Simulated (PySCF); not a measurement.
# Computed and reference excited states of `c1cnc2nccnc2n1` (1,4,5,8-tetraazanaphthalene)

Published values to compare with (the computed states carry no symmetry labels, so the two lists aren't matched line by line):

```json
{"state": "1B3g(n→π*)", "E (eV)": "3.14", "f": "", "kind of transition": "vertical absorption", "source": "[1]"}
{"state": "1B2u(π→π*)", "E (eV)": "4.28", "f": "0.190", "kind of transition": "vertical absorption", "source": "[1]"}
{"state": "1B1u(n→π*)", "E (eV)": "4.34", "f": "", "kind of transition": "vertical absorption", "source": "[1]"}
{"state": "1B2g(n→π*)", "E (eV)": "4.55", "f": "", "kind of transition": "vertical absorption", "source": "[1]"}
{"state": "1B2g(n→π*)", "E (eV)": "4.89", "f": "", "kind of transition": "vertical absorption", "source": "[1]"}
{"state": "1Au(n→π*)", "E (eV)": "5.34", "f": "", "kind of transition": "vertical absorption", "source": "[1]"}
{"state": "1Ag(π→π*)", "E (eV)": "5.80", "f": "", "kind of transition": "vertical absorption", "source": "[1]"}
{"state": "1Au(n→π*)", "E (eV)": "5.92", "f": "", "kind of transition": "vertical absorption", "source": "[1]"}
{"state": "1Ag(n→3s)", "E (eV)": "6.50", "f": "", "kind of transition": "vertical absorption", "source": "[1]"}
```

[1] computed, theoretical best estimate (aug-cc-pVTZ, frozen core, CC3 geometry), gas; Veril, Scemama, Caffarel, Lipparini, Boggio-Pasqua, Jacquemin, Loos, WIREs Comput. Mol. Sci. 2021, 11, e1517 (QUESTDB)

1,4,5,8-tetraazanaphthalene, C6H4N4.
SMILES: `c1cnc2nccnc2n1`

Level of theory: TDDFT CAM-B3LYP/def2-SVPD, vertical, gas phase, core orbitals frozen in the response in PySCF. Geometry: GFN2-xTB; no solvent, vibrations or thermal averaging.

Computed singlets: 3.07 eV (f 0.000); 4.34 eV (f 0.009); 4.54 eV (f 0.000); 4.62 eV (f 0.260); 4.96 eV (f 0.000); 5.37 eV (f 0.000); 5.49 eV (f 0.015); 5.56 eV (f 0.001). Computed triplets (Tamm–Dancoff): 2.65, 3.49, 3.59 eV.

How does the lowest computed singlet compare with the best estimate listed for the lowest singlet (vertical absorption)?

3.07 eV against 3.14 eV for 1B3g(n→π*) [1]: a difference of -0.07 eV. Geometry and basis of the two calculations needn't be the same.
